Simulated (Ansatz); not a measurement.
Density of states of Cu3Pd (Pm-3m, a = 3.654 Å, b = 3.654 Å, c = 3.654 Å, α = 90.00°, β = 90.00°, γ = 90.00°), in states per eV and primitive cell, averaged over bins of 0.5 eV. All numbers below come from DFT PBEsol, scalar-relativistic, plane waves, PAW (Ansatz 0.2.0).

Cutoff 420 eV; k points 12×12×12 on the computed 4-atom cell (Γ-centred); Gaussian smearing, width 0.10 eV; no spin polarisation.

The cell is relaxed at this level. The states (both spins) are summed by tetrahedra on a 18×18×18 mesh at the self-consistent density. Energies are bin centres; the table starts no lower than −8 eV and ends at 6 eV, or lower where the solved bands end.

It is a metal at this level.

| E − E_F (eV) | total | Cu 3d | Pd 4d | Cu 4s |
| --- | --- | --- | --- | --- |
| -7.80 | 0.33 | 0.00 | 0.00 | 0.31 |
| -7.30 | 0.44 | 0.01 | 0.01 | 0.40 |
| -6.80 | 0.56 | 0.02 | 0.03 | 0.49 |
| -6.30 | 0.76 | 0.06 | 0.07 | 0.60 |
| -5.80 | 1.21 | 0.16 | 0.25 | 0.76 |
| -5.30 | 2.74 | 0.86 | 1.00 | 0.82 |
| -4.80 | 4.09 | 1.55 | 1.77 | 0.68 |
| -4.30 | 6.04 | 3.59 | 2.12 | 0.21 |
| -3.80 | 7.75 | 4.62 | 2.82 | 0.10 |
| -3.30 | 7.15 | 5.34 | 1.46 | 0.20 |
| -2.80 | 13.45 | 11.36 | 1.54 | 0.31 |
| -2.30 | 10.73 | 9.30 | 1.01 | 0.22 |
| -1.80 | 10.13 | 8.57 | 1.27 | 0.15 |
| -1.30 | 11.85 | 8.66 | 2.93 | 0.18 |
| -0.80 | 6.40 | 3.77 | 2.20 | 0.33 |
| -0.30 | 1.95 | 0.82 | 0.49 | 0.46 |
| 0.20 | 1.24 | 0.38 | 0.15 | 0.49 |
| 0.70 | 0.73 | 0.13 | 0.09 | 0.27 |
| 1.20 | 0.96 | 0.12 | 0.13 | 0.26 |
| 1.70 | 1.19 | 0.12 | 0.14 | 0.30 |
| 2.20 | 1.16 | 0.09 | 0.09 | 0.26 |
| 2.70 | 1.02 | 0.07 | 0.06 | 0.20 |
| 3.20 | 0.92 | 0.05 | 0.04 | 0.16 |
| 3.70 | 0.81 | 0.03 | 0.03 | 0.12 |
| 4.20 | 0.70 | 0.02 | 0.02 | 0.09 |
| 4.70 | 0.58 | 0.02 | 0.01 | 0.06 |
| 5.20 | 0.87 | 0.03 | 0.04 | 0.33 |
| 5.70 | 1.19 | 0.03 | 0.04 | 0.44 |

The columns after the total are the Löwdin projections on the occupied valence shells of the potentials. The rest of the total lies in shells that are empty in the free atom, which aren't projected, and between the atoms.

Cost: 1 run of about 1.1 core-minutes, on Arm Neoverse V1 (shared hosts).